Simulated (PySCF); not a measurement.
# BHOSi: where a starting geometry ends

The starting geometry of this gas-phase triplet was optimised with GFN2-xTB; its bonds are those of `O=B[SiH]`.

```xyz
4

B    -0.2074   -0.3850   -0.3010
O    -1.1563   -0.5723    0.4130
Si    1.1227   -0.1842   -1.5888
H     2.4901    0.2871   -1.6814
```

Question: Predict what becomes of its bonds when it is optimised with PBE0-D3(BJ)/pcseg-1.

Answer: It keeps its bonds, and is `O=B[SiH]`.

The energy falls by 0.17 eV over 8 steps:

| step | E − E(last) (eV) |
| --- | --- |
| 1 | 0.170 |
| 2 | 0.041 |
| 3 | 0.004 |
| 4 | 0.002 |
| 5 | 0.000 |
| 6 | 0.000 |
| 7 | 0.000 |
| 8 | 0.000 |

Final geometry (Å):

```xyz
4

B    -0.2083   -0.4074   -0.3581
O    -1.0582   -0.5364    0.4898
Si    1.1021   -0.2355   -1.7877
H     2.4569    0.3150   -1.5124
```

The end wasn't checked by frequencies. Open shells are spin-unrestricted. The triplet needn't be the ground state. Run with PySCF 2.14.0, 36 s on 2 threads of Intel(R) Xeon(R) Platinum 8488C (Sapphire Rapids) (shared host).
